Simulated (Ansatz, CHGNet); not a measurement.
# Ladder of methods for the elastic constant C12 of fcc Au

Reference value: 170 GPa (measured, 0 K, extrapolated to 0 K; zero-point effects included; as tabulated in Malica and Corso (2021), arXiv:2109.00459).

Q: Which of these levels comes closest to the reference?
(A) HSE06 (Ansatz, a first-principles code)
(B) CHGNet 0.3.0 (CHGNet)
(C) LDA (Ansatz)
(D) PBE (Ansatz)

A: C, LDA (Ansatz)

```tsv
level (code)	value (GPa)	cell (Å³/atom)	difference (%)
CHGNet 0.3.0 (CHGNet)	91.4	18.15	-46
LDA (Ansatz)	184	16.58	+8.2
PBE (Ansatz)	131	17.98	-23
HSE06 (Ansatz)	139	17.56	-18.2
```

Of these levels LDA (+8.2 %) comes nearest. CHGNet 0.3.0 (-46 %) lies farthest from it. Within 20 %: LDA, HSE06. The lowest first-principles rung that does so: DFT without exact exchange (LDA).

The measured value isn't corrected to a static lattice, so vibrations enter the comparison.  Density-functional levels without +SOC have no spin–orbit coupling. HSE06: hybrids on metals are sensitive to the k mesh. Each level is taken at its own relaxed cell. K meshes differ between the levels. Ansatz's density-functional and Hartree–Fock values are scalar-relativistic unless marked +SOC, with PAW data made under PBE.

Machine-learned potentials (CHGNet 0.3.0) are trained on DFT data, which may include these solids.

Differences are worked out from the printed values.
